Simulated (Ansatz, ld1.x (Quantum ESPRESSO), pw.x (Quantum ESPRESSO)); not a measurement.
What a changed setting does to a pw.x run (bcc Mg)

Potential: PAW, ld1.x (Quantum ESPRESSO) 7.5, PBEsol; core [Ne], reference 3s2 3p0; waves: 3s (bound): rcut 2.45, rcutus 2.80 bohr; 3s channel at 4.1 Ry: rcut 2.45, rcutus 2.80 bohr; 3p (bound, empty): rcut 2.15, rcutus 2.45 bohr; 3p channel at 0.18 Ry: rcut 2.15, rcutus 2.45 bohr; 3d channel at 0.5 Ry: rcut 2.40, rcutus 2.75 bohr; local part: all-electron potential smoothed inside 2.55 bohr (lloc = -2); core correction: Bessel-smoothed model core, default radius (core density twice the valence density); augmentation: PSQ, inside the norm-conserving radii.

The reference run (k-mesh 13³, cutoffs 40/320 Ry, Fermi–Dirac 0.01 Ry, mixing_beta 0.4, conv_thr 1e-9, no spin) gives 0.19 GPa at 22.446 Å³/atom, where all-electron LAPW gives 0.16 GPa. This run, with its own iteration cap, changes degauss to 0.005.

```
&control
  calculation='scf', prefix='x', pseudo_dir='./', outdir='./tmp', tstress=.true., disk_io='none'
/
&system
  ibrav=0, nat=1, ntyp=1, ecutwfc=40, ecutrho=320, nbnd=8,
  occupations='smearing', smearing='fd', degauss=0.005
/
&electrons
  conv_thr=1e-09, mixing_beta=0.4, electron_maxstep=60
/
ATOMIC_SPECIES
Mg 1.0 Mg.UPF
CELL_PARAMETERS angstrom
  -1.77702276 1.77702276 1.77702276
  1.77702276 -1.77702276 1.77702276
  1.77702276 1.77702276 -1.77702276
ATOMIC_POSITIONS crystal
Mg 0.0000 0.0000 0.0000
K_POINTS automatic
13 13 13 0 0 0
```

```bash
pw.x < Mg.scf.in > Mg.scf.out
```

Question: How does the run end?

Answer: It converges in 7 iterations; the free energy moves by +12.0 meV/atom and the pressure by +0.00 GPa. In a metal, with Fermi–Dirac smearing, F lies below its zero-width value by a term in the square of the width.

```
Message from routine setup:
     using ibrav=0 with symmetry is DISCOURAGED, use correct ibrav instead
     lattice parameter (alat)  =       5.8164  a.u.
     unit-cell volume          =     151.4731 (a.u.)^3
     number of electrons       =         2.00
     number of Kohn-Sham states=            8
     kinetic-energy cutoff     =      40.0000  Ry
     charge density cutoff     =     320.0000  Ry
     scf convergence threshold =      1.0E-09
     Exchange-correlation= SLA  PW   PSX  PSC
     number of k points=    84  Fermi-Dirac smearing, width (Ry)=  0.0050
     iteration #  1     ecut=    40.00 Ry     beta= 0.40
     total energy              =     -32.71776629 Ry
     estimated scf accuracy    <       0.00357266 Ry
     iteration #  2     ecut=    40.00 Ry     beta= 0.40
     total energy              =     -32.71777485 Ry
     estimated scf accuracy    <       0.00128330 Ry
     iteration #  3     ecut=    40.00 Ry     beta= 0.40
     total energy              =     -32.71778685 Ry
     estimated scf accuracy    <       0.00000060 Ry
     iteration #  4     ecut=    40.00 Ry     beta= 0.40
     total energy              =     -32.71778832 Ry
     estimated scf accuracy    <       0.00000009 Ry
     iteration #  5     ecut=    40.00 Ry     beta= 0.40
     total energy              =     -32.71778831 Ry
     estimated scf accuracy    <          5.2E-09 Ry
     iteration #  6     ecut=    40.00 Ry     beta= 0.40
     total energy              =     -32.71778831 Ry
     estimated scf accuracy    <       0.00000009 Ry
     iteration #  7     ecut=    40.00 Ry     beta= 0.40
     the Fermi energy is     3.7386 ev
!    total energy              =     -32.71778831 Ry
     estimated scf accuracy    <          1.4E-11 Ry
     smearing contrib. (-TS)   =      -0.00066917 Ry
     The total energy is F=E-TS. E is the sum of the following terms:
     one-electron contribution =       1.45833942 Ry
     hartree contribution      =       0.00254486 Ry
     xc contribution           =      -4.49369460 Ry
     ewald contribution        =      -2.16744484 Ry
     one-center paw contrib.   =     -27.51686397 Ry
     convergence has been achieved in   7 iterations
          total   stress  (Ry/bohr**3)                   (kbar)     P=        1.88
     Message from routine punch:
     Nothing written, as per user request (disk_io='none')
```

The run took about 5.4 s on one core of a shared host (Neoverse-V2, 96 threads, 742 GiB, load 22).
